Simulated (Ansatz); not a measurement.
# Li5NbO5 (C2/c)

Computed with DFT r2SCAN, scalar-relativistic, plane waves, PAW (Ansatz).

Settings: cutoff 500 eV, Γ-centred mesh 6×6×4 on the computed 22-atom cell, Gaussian smearing of 0.02 eV; no spin polarisation.

The structure is relaxed at this level of theory with its symmetry kept. Whether it is the stable form of this composition wasn't checked.

```yaml
crystal:
  lattice:
    - [2.82965, -4.60384, 0.00738]
    - [2.82965, 4.60384, 0.00738]
    - [-2.22228, 0.00000, 8.66854]
  atoms:
    - { symbol: Li, position: [0.05051, 0.70108, 0.44021] }
    - { symbol: Li, position: [0.77187, 0.54469, 0.04222] }
    - { symbol: Li, position: [0.33067, 0.66933, 0.25000] }
    - { symbol: Li, position: [0.70108, 0.05051, 0.94021] }
    - { symbol: Li, position: [0.54469, 0.77187, 0.54222] }
    - { symbol: Li, position: [0.45531, 0.22813, 0.45778] }
    - { symbol: Li, position: [0.29892, 0.94949, 0.05979] }
    - { symbol: Li, position: [0.66933, 0.33067, 0.75000] }
    - { symbol: Li, position: [0.22813, 0.45531, 0.95778] }
    - { symbol: Li, position: [0.94949, 0.29892, 0.55979] }
    - { symbol: Nb, position: [0.91274, 0.08726, 0.25000] }
    - { symbol: Nb, position: [0.08726, 0.91274, 0.75000] }
    - { symbol: O, position: [0.98892, 0.32796, 0.10647] }
    - { symbol: O, position: [0.20135, 0.42589, 0.41224] }
    - { symbol: O, position: [0.32796, 0.98892, 0.60647] }
    - { symbol: O, position: [0.42589, 0.20135, 0.91224] }
    - { symbol: O, position: [0.11478, 0.88522, 0.25000] }
    - { symbol: O, position: [0.88522, 0.11478, 0.75000] }
    - { symbol: O, position: [0.57411, 0.79865, 0.08776] }
    - { symbol: O, position: [0.67204, 0.01108, 0.39353] }
    - { symbol: O, position: [0.79865, 0.57411, 0.58776] }
    - { symbol: O, position: [0.01108, 0.67204, 0.89353] }
```

| Property | Result |
| --- | --- |
| Space group | C2/c (No. 15) |
| Volume per atom | 10.27 Å³ |
| Formation energy from the elements' standard states (uncorrected) | -2.431 eV/atom |
| Generalised Kohn–Sham band gap | 4.46 eV, indirect from (0.438, -0.458, 0.385) to Γ |
| Löwdin character of the top 1 eV of the valence band | O 2p 96 % |
| Löwdin character of the lowest 1 eV of the conduction band | Nb 4d 60 %, O 2p 23 %, Li 2s 8 %, unprojected 5 % |
| Electron masses at the edge by Cartesian direction of the standard setting (m_e; degenerate bands sorted by energy; no spin-orbit coupling) | x: 1.1; y: 0.78; z: 0.94 |
| Hole masses at the edge by Cartesian direction of the standard setting (m_e; degenerate bands sorted by energy; no spin-orbit coupling) | x: 1.5; y: over 30; z: 2.9 |

Cost: 3 runs of about 32 core-minutes in all, on Intel Xeon Processor @ 2.50GHz (Skylake/Cascade Lake) (shared hosts).